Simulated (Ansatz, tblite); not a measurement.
Spin states of Li₂N, each relaxed with PBE0-D4/def2-TZVP in Ansatz. Electronic energies in the gas phase.

The xTB rows come from tblite. B3LYP takes the VWN-RPA correlation. Correlated methods freeze 1 core orbital; core or outer-core shells of Li are correlated, in sets that lack core-valence functions. The structure comes from a short search, and lower isomers may exist.

Doublet geometry (D∞h within 0.1 Å):

```xyz
3

Li    1.412   -0.199    1.014
Li   -1.411    0.203   -1.014
N     0.000   -0.004    0.000
```

Quartet geometry (D∞h within 0.1 Å):

| atom | x (Å) | y (Å) | z (Å) |
| --- | --- | --- | --- |
| Li1 | -1.286 | -0.519 | 1.307 |
| Li2 | 1.285 | 0.518 | -1.308 |
| N3 | 0.001 | 0.001 | 0.002 |

⟨S²⟩: doublet 0.76 at PBE0-D4/def2-TZVP (pure 0.75), quartet 3.75 at PBE0-D4/def2-TZVP (pure 3.75).

Run but left out: HF/6-31G, MP2/def2-TZVP (doublet: ⟨S²⟩ 0.90 to 1.09, where a pure state has 0.75); HF/def2-TZVP (doublet: a determinant that CCSD turns far, T1 0.074); HF/def2-TZVPP, MP2/def2-TZVPP, CCSD/def2-TZVPP, CCSD(T)/def2-TZVPP (flagged by the program: other roots).

Only these spin states were relaxed.

Problem. Estimate which spin state lies lowest at each of these levels, and by how much: GFN1-xTB; GFN2-xTB; LDA (SPW92)/def2-TZVP; PBE-D4/def2-TZVP; r2SCAN-D4/def2-TZVP; B97M-V/def2-TZVP; B3LYP-D4/6-31G; PBE0-D4/def2-TZVP; r2SCAN0-D4/def2-TZVP; B2PLYP/def2-TZVP; PBE-QIDH/def2-TZVP; RPA@PBE/def2-TZVP.

Solution. 
| level | quartet − doublet (kcal/mol) | lowest of these |
| --- | --- | --- |
| GFN1-xTB | 73.0 | doublet |
| GFN2-xTB | 75.7 | doublet |
| LDA (SPW92)/def2-TZVP | 29.7 | doublet |
| PBE-D4/def2-TZVP | 21.6 | doublet |
| r2SCAN-D4/def2-TZVP | 19.6 | doublet |
| B97M-V/def2-TZVP | 17.0 | doublet |
| B3LYP-D4/6-31G | 17.7 | doublet |
| PBE0-D4/def2-TZVP | 17.4 | doublet |
| r2SCAN0-D4/def2-TZVP | 16.5 | doublet |
| B2PLYP/def2-TZVP | 22.9 | doublet |
| PBE-QIDH/def2-TZVP | 18.7 | doublet |
| RPA@PBE/def2-TZVP | 9.1 | doublet |

Change of the quartet − doublet gap on mixing in exact exchange, in kcal/mol: PBE to PBE0 (25 % exact exchange) -4.2; r2SCAN to r2SCAN0 (25 % exact exchange) -3.1. The xTB methods have no term that favours high spin, so they put low spin too low.
